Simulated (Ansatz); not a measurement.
Ansatz input

```yaml
crystal:
  lattice:
    - [3.275656229, 0.0, 0.0]
    - [-1.6378281145, 2.8368015084, 0.0]
    - [0.0, 0.0, 5.0878861557]
  atoms:
    - { symbol: Sc, position: [0.3333333333, 0.6666666667, 0.25], spin: 1.0 }
    - { symbol: Sc, position: [0.6666666667, 0.3333333333, 0.75], spin: 1.0 }
hamiltonian:
  xc: pbesol
  pseudopotentials:
    kind: paw
    azcp:
      Sc: "pseudopotentials/Sc.paw.azcp"
basis:
  ecutwfc: 420
  fft_grid_basis: typed
kpoints:
  mp_grid: { grid: [18, 18, 10], shift: [0, 0, 0] }
magnetization:
  spin_polarized: true
scf:
  occupations: { method: fermi_dirac, width: 0.05 }
```

Output

```
Warning: the record states the generating functional pbe (its physics header spells it `PBE`), which answers neither for hamiltonian.xc's functional nor for the pbesol family's — results may be inconsistent (PPs are generated against a specific XC)
Engine: ansatz 0.2.0, aarch64-unknown-linux-gnu
Pseudopotentials: kind: paw
Pseudopotential: Sc, paw, valence charge 11, recommended cutoff 420 eV (normal) 
Functional definition: PBEsol
  exchange = pbesol_x
  correlation = pbesol_c
Crystal: 2 atoms, lattice volume = 47.279 Å³
Basis set: ecut = 420 eV, 953 PW (Γ)
Bands: 16, of which v1, the nominal top of the filled ones, is band 11 counted from 1 (10 counted from 0)
Symmetry: 24 space group operations
Space group: P63/mmc (ITA 194), of the structure as read, at distance tolerance 3.6e-5 Å
Magnetic group: BNS 194.263 (UNI 1493), of the structure as read, at distance tolerance 3.6e-5 Å
k-points: 222 of 3240
Non-local potential: Sc, projectors of the file, l = 0: 3, l = 1: 2, l = 2: 3, l = 3: 1
PAW form: soft (Blöchl's): semilocal exchange-correlation on the pseudo side does not see the compensation charge
PAW frozen core: Sc, regenerated for the run's functional, and the local potential with it (the file was generated under x = pbe(κ = 0.804, μ = 0.2195149727645171), c = pbe(β = 0.06672455060314922))
PAW one-centre angular grid: Sc, 590 points (default); XC on 64 Gauss nodes
Initial density: superposition of atomic densities (chi_scale 0.1, normalization cell)
Starting moments: Σ|m| = 2 μB on 2 of 2 sites
Initial wavefunctions: pseudopotential atomic-orbital guess
Functional: x = pbesol(κ = 0.804, μ = 0.12345679012345678), c = pbesol(β = 0.046)
iter 1 solved again at ethr=1.78e-3 eV; its pass at ethr=3.10e-3 eV (dr2=3.93e-1 eV) is discarded
SCF iter   1: F=—  HF=-4223.053692 eV  |F-HF|=—  |Δ(HF+E_count)|=         —  Δρ=4.31e-2 (↑4.31e-2 ↓2.29e-2)  dr2=3.93e-1  dr2_m=4.49e-1  M=0.637 μB ∫|m|=0.637 μB  β_m=0.30  ethr=1.78e-3  ⟨swp⟩=1.0  Hψ=39429  notcnv=0
Mixer restart at iter 1: flushing history
SCF iter   2: F=—  HF=-4222.861101 eV  |F-HF|=—  |Δ(HF+E_count)|=   1.93e-1  Δρ=3.01e-2 (↑3.01e-2 ↓1.73e-2)  dr2=1.89e-1  dr2_m=2.30e-1  M=0.601 μB ∫|m|=0.601 μB  β_m=0.65  ethr=1.78e-3  ⟨swp⟩=2.0  Hψ=9336  notcnv=0
SCF iter   3: F=—  HF=-4222.745816 eV  |F-HF|=—  |Δ(HF+E_count)|=   1.15e-1  Δρ=2.13e-3 (↑2.13e-3 ↓1.94e-3)  dr2=1.15e-3  dr2_m=1.54e-3  M=0.440 μB ∫|m|=0.440 μB  β_m=0.73  ethr=8.59e-4  ⟨swp⟩=3.0  Hψ=13380  notcnv=0
SCF iter   4: F=—  HF=-4222.750885 eV  |F-HF|=—  |Δ(HF+E_count)|=   5.07e-3  Δρ=7.86e-4 (↑7.50e-4 ↓7.86e-4)  dr2=3.92e-5  dr2_m=2.47e-4  M=0.368 μB ∫|m|=0.368 μB  β_m=0.86  ethr=5.24e-6  ⟨swp⟩=2.1  Hψ=10831  notcnv=0
SCF iter   5: F=—  HF=-4222.752054 eV  |F-HF|=—  |Δ(HF+E_count)|=   1.17e-3  Δρ=8.02e-4 (↑8.02e-4 ↓6.77e-4)  dr2=3.02e-5  dr2_m=2.31e-4  M=0.304 μB ∫|m|=0.304 μB  β_m=0.93  ethr=1.78e-7  ⟨swp⟩=2.0  Hψ=12290  notcnv=0
SCF iter   6: F=—  HF=-4222.753311 eV  |F-HF|=—  |Δ(HF+E_count)|=   1.26e-3  Δρ=4.87e-4 (↑4.47e-4 ↓4.87e-4)  dr2=2.18e-6  dr2_m=9.41e-5  M=0.195 μB ∫|m|=0.195 μB  β_m=0.97  ethr=1.37e-7  ⟨swp⟩=2.2  Hψ=12369  notcnv=0
SCF iter   7: F=—  HF=-4222.754160 eV  |F-HF|=—  |Δ(HF+E_count)|=   8.49e-4  Δρ=1.65e-4 (↑1.65e-4 ↓9.82e-5)  dr2=2.65e-5  dr2_m=2.11e-6  M=0.022 μB ∫|m|=0.022 μB  β_m=0.93  ethr=9.91e-9  ⟨swp⟩=3.5  Hψ=15740  notcnv=0
SCF iter   8: F=—  HF=-4222.754176 eV  |F-HF|=—  |Δ(HF+E_count)|=   1.56e-5  Δρ=2.59e-5 (↑2.23e-5 ↓2.59e-5)  dr2=1.70e-7  dr2_m=1.93e-7  M=0.009 μB ∫|m|=0.009 μB  β_m=0.92  ethr=9.91e-9  ⟨swp⟩=2.0  Hψ=12354  notcnv=0
SCF iter   9: F=—  HF=-4222.754178 eV  |F-HF|=—  |Δ(HF+E_count)|=   1.76e-6  Δρ=4.86e-6 (↑3.46e-6 ↓4.86e-6)  dr2=1.40e-8  dr2_m=3.21e-9  M=-0.000 μB ∫|m|=0.000 μB  β_m=0.94  ethr=7.75e-10  ⟨swp⟩=2.6  Hψ=12669  notcnv=0
SCF iter  10: F=—  HF=-4222.754178 eV  |F-HF|=—  |Δ(HF+E_count)|=   2.56e-8  Δρ=1.30e-6 (↑1.30e-6 ↓1.12e-6)  dr2=6.53e-10  dr2_m=4.52e-10  M=-0.000 μB ∫|m|=0.000 μB  β_m=0.91  ethr=6.38e-11  ⟨swp⟩=2.0  Hψ=11943  notcnv=0
SCF iter  11: F=—  HF=-4222.754178 eV  |F-HF|=—  |Δ(HF+E_count)|=   1.66e-9  Δρ=3.52e-7 (↑3.52e-7 ↓2.34e-7)  dr2=5.15e-11  dr2_m=2.49e-11  M=0.000 μB ∫|m|=0.000 μB  β_m=0.96  ethr=2.97e-12  ⟨swp⟩=2.0  Hψ=11774  notcnv=0
SCF iter  12: F=-4222.754178 eV  HF=-4222.754178 eV  |F-HF|=9.09e-13  |Δ(HF+E_count)|=  1.68e-10  Δρ=6.14e-8 (↑4.08e-8 ↓6.14e-8)  dr2=1.41e-12  dr2_m=7.00e-13  M=0.000 μB ∫|m|=0.000 μB  ethr=1.00e-12  ⟨swp⟩=1.0  Hψ=17512  notcnv=0
SCF 1 converged in 12 iterations: F = -4222.754178 eV  dr2 = 1.41e-12
WARN: the starting moments were not kept: the SCF closed with an absolute magnetisation of 1.1e-5 μB, where they sum to 2 μB in size (2 sites). That is at most 0.1 of that sum. Measured as dr2_m measures the in/out step, that magnetisation stands 1.2e-11 eV from none, at or under the dr2_threshold of 1.0e-7 eV: it is no larger than a step whose dr2_m would equal this threshold. The system may hold no moment; this SCF shows only that its start led to no more than that. To try another start: raise the starting moments (crystal.atoms[].spin, magnetization.per_species, magnetization.initial_magnetization, or on a non-collinear deck that types none of these the spinor_matrix: blocks that start its atoms; where the total moment is fixed, keep their sum and leave initial_magnetization as it is; typed ones take the place of any that the run laid by itself, positive ones on a crystal's lanthanoids without a Hubbard term where scf.initial_density.shell_occupations: [] is typed) or, if the notice of its spin-set hold's release reads "site moments contracting" or "site moments show no strong build", lengthen the hold (scf.mixing.spin_hold: { on: { confirm: 4 } }; for m-r²SCAN on two components see the key's manual first). Each may lead to a state that holds a moment. A second SCF, from the converged charge density, with the starting moments and any scf.initial_density.shell_occupations laid on it anew, would have followed, and was not run: the deck does not ask for one (magnetization.retry_lost_moments is false, the default). To let it run, set magnetization.retry_lost_moments: true and run the deck again, where that key's refused combinations let it; where memory then withholds it, that run's warning says so.
SCF converged after 12 iterations
Magnetization: 0.0000 μB (11.0000 up, 11.0000 down)
Absolute magnetization: 0.0000 μB (∫|ρ↑−ρ↓|, with the PAW one-centre terms)
Spin contamination: 0.0000 ħ² per cell (⟨S²⟩ above its minimum at these occupations)
Per-site moments (μB) at R_I (Å): [(3.788868062374921e-6, 1.3075851565057321), (3.7888680624268007e-6, 1.3075851565057321)]
Free energy (F): -4222.754178 eV
Harris-Foulkes:  -4222.754178 eV  (|F-HF|=9.09e-13)
Internal energy: -4222.721877 eV  (E = F + TS)
E sigma→0 (E₀):  -4222.738028 eV
Entropy (-TS):   -0.032300 eV (-16.150 meV/atom)
Fermi energy:    9.631533 eV
--- Per-component energies (eV) ---
  E_band       = -325.295280
  E_kinetic    = 521.312924
  E_local      = -1653.077797  (includes V_loc(G=0)·N_el)
  E_nonlocal   = 169.007819
  E_hartree    = 563.048179
  E_xc         = -206.287340
  E_vxc        = -256.576622  (∫ρ·V_xc dr)
  E_paw        = -1864.202610  (= ΣΔE_a)
  E_vpaw       = -232.057994  (= ΣTr[D̂ρ^β])
  E_aug_tail   = 0.000019  (compensation charges beyond the density's cutoff)
  E_ewald      = -1752.781121
  E_core_change = 0.258050  (= ΣΔE_core)
  E_smearing   = -0.032300  (= −TS)
  E_closure    = -0.000000  (closes the sum)
  Σ components = -4222.754178   (vs F -4222.754178, Δ=0.00e0)
```
